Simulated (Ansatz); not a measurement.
Born–Oppenheimer molecular dynamics of CH3AlF (6 atoms, charge 0, multiplicity 2). It starts from a relaxed structure.

Theory: Ansatz, UHF/STO-3G.

```yaml
ensemble: NVE (velocity Verlet)
time_step: 3 fs
steps_asked: 40
starting_velocities_drawn_for: 300 K
seed: 161304
```

First frame:

```xyz
6
Properties=species:S:1:pos:R:3
C -0.370 0.376 -0.248
Al 1.352 -0.450 0.018
F 1.258 -1.651 1.107
H -0.357 1.430 0.004
H -1.146 -0.083 0.353
H -0.694 0.314 -1.281
```

Problem. What does the run give?

Solution. All steps were run.

```yaml
steps_done: 40
time_covered: 120 fs
mean_temperature_over_the_second_half: 967352 K
spread_of_the_potential_energy_over_the_second_half: 94.0 meV per atom
mean_potential_energy_of_the_second_half_above_the_start: 2309.6 meV per atom
```

The conserved energy changed by up to 86000 meV per atom, so the integration failed: the time step of 3 fs is too long for the fastest motions that this run met, and the later frames carry no physical meaning.

Problem. What happens to the structure?

Solution. Parted: C1–Al2 1.93 → 20.74 Å, C1–H4 1.08 → 17.46 Å, C1–H5 1.08 → 21.44 Å, C1–H6 1.08 → 318.36 Å. It ends as AlF + C + H + H + H. Pairs count as bonded within 1.25 times the sum of covalent radii (0.12 Å more for H–H). This is one draw of velocities; another would differ in detail.

Problem. How do temperature and energy run in time?

Solution. 
| time (fs) | T (K) | potential energy less start (eV) | conserved less start (meV/atom) |
| --- | --- | --- | --- |
| 0.0 | 300 | 0.000 | 0.00 |
| 9.0 | 193 | 0.775 | 119.97 |
| 18.0 | 2568 | 0.730 | 317.08 |
| 27.0 | 973468 | 11.504 | 85778.46 |
| 36.0 | 968423 | 13.100 | 85609.75 |
| 45.0 | 966600 | 14.253 | 85645.21 |
| 54.0 | 968734 | 12.916 | 85606.22 |
| 63.0 | 966296 | 14.352 | 85635.51 |
| 72.0 | 968389 | 13.104 | 85607.83 |
| 81.0 | 966490 | 14.246 | 85634.61 |
| 90.0 | 969079 | 13.015 | 85652.48 |
| 99.0 | 966055 | 14.676 | 85668.69 |
| 108.0 | 967529 | 13.925 | 85670.63 |
| 117.0 | 967845 | 13.677 | 85656.38 |

The run took 23 s on 1 thread of AMD EPYC 7R43 64-Core Processor (Zen 3), with other jobs on the host, peak memory 0.17 GiB.
